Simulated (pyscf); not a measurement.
`[O][SiH2][OH]` [doublet] -> `[O]=[SiH]` [doublet] + `[OH2]`, a 1,1-elimination (doublet surface; H–Si, O–Si broken, H–O formed). PySCF, gas phase, ωB97X-D3(BJ)/def2-SVP geometries. MP2 and CC: frozen core, UHF for open shells. ΔMP2 is the change of the MP2 total energy from the triple- to the quadruple-zeta basis. Energies in kcal/mol from the reactant's lowest minimum found.

Small-basis levels: PySCF, no dispersion term, spherical d functions. Open shells are spin-unrestricted. 

Task: Quick B3LYP/LANL2DZ single points give ΔE‡ = 51.1 kcal/mol and ΔE = +31.7 kcal/mol. What does CCSD(T)/def2-TZVPP + ΔMP2(QZVPP) give, and how far is the quick result from it?

Result: CCSD(T)/def2-TZVPP + ΔMP2(QZVPP) gives ΔE‡ = 43.5 kcal/mol and ΔE = +32.7 kcal/mol. B3LYP/LANL2DZ lies 7.7 kcal/mol over it in the barrier and 1.0 kcal/mol under it in the reaction energy, so on this step it does not hold to within 3.0 kcal/mol. CCSD(T)/def2-TZVPP + ΔMP2(QZVPP) has limits of its own. On the product side the descent ends in an adduct with a O–Si contact, 17.2 kcal/mol under the separated species and 23.0 kcal/mol under the saddle at ωB97X-D3(BJ)/def2-TZVP. What is counted as broken (O–Si) persists as a longer contact in the product adduct; parting that adduct is a step of its own. At ωB97X-D3(BJ)/def2-TZVP the barrier from the zero used here is 46.5 kcal/mol. The same reactants have a lower exit, to HO–SiH•–OH (barrier +17.3 kcal/mol at ωB97M-D3(BJ)/def2-TZVP, against +45.0 kcal/mol here). •O–SiH₂–OH lies 22.4 kcal/mol over its isomer HO–SiH•–OH (electronic energy, ωB97M-D3(BJ)/def2-TZVP). This is the saddle that the search found; another between the same sides may lie lower. The CCSD(T) − MP2 part came from Ansatz, without density fitting, on the same reference.
